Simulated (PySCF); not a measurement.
**How methods differ on the ionisation energy of Si**

Si [Ne] 3s2 3p2 (3P) → Si⁺ [Ne] 3s2 3p1 (2P), as a difference of total energies. Computed with PySCF 2.14 in cc-pVDZ-DK, with scalar relativity by spin-free X2C-1e. Correlated levels: valence: [Ne] frozen. The calculations carry no spin-orbit coupling.

```json
{"method": "UHF", "ionisation energy (eV)": "7.632", "error (eV)": "-0.525"}
{"method": "BP86", "ionisation energy (eV)": "8.248", "error (eV)": "+0.091"}
{"method": "LDA", "ionisation energy (eV)": "8.211", "error (eV)": "+0.054"}
{"method": "MP2 (valence)", "ionisation energy (eV)": "7.909", "error (eV)": "-0.248"}
{"method": "SCS-MP2 (valence)", "ionisation energy (eV)": "7.837", "error (eV)": "-0.320"}
{"method": "CCSD (valence)", "ionisation energy (eV)": "7.928", "error (eV)": "-0.229"}
{"method": "CCSD(T) (valence)", "ionisation energy (eV)": "7.938", "error (eV)": "-0.219"}
```

Reference: 8.157 eV (measured; NIST levels, between the centres of gravity of the two terms).

Errors of the correlated levels include the incompleteness of this basis and the frozen core.
